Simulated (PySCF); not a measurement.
## From computed data to an observable: entropy of an ideal gas

hydrogen fluoride (FH), SMILES F.

Geometry: B3LYP-D3(BJ)/def2-TZVPD.

B3LYP-D3(BJ)/def2-TZVPD (PySCF) gives the harmonic wavenumbers 4068 cm⁻¹ and the rotational temperature 29.5873 K. The molar mass is 20.01 g/mol, the symmetry number 1, the spin multiplicity 1.

Task: Work out the entropy at 298.15 K and 1 atm in the rigid-rotor, harmonic-oscillator model.

Result: 
Translation (Sackur–Tetrode at 1 atm): S = R[1.5 ln M + 2.5 ln T − 1.16487] = 146.1 J/(mol K).
Rotation: q = T/(σ θ) = 10.1, S = R[ln q + 1] = 27.5 J/(mol K).
Vibration: with u = 1.4388 ν/T, each mode gives R[u/(e^u − 1) − ln(1 − e^−u)]; all modes are too stiff to count. Sum 0.0 J/(mol K).
Spin: R ln 1 = 0.0 J/(mol K).
Total 173.6 J/(mol K); the program's own thermochemistry gives 173.6. Translation makes up 84 % and vibration 0 %. Anharmonicity, hindered rotation and orbital degeneracy are left out.
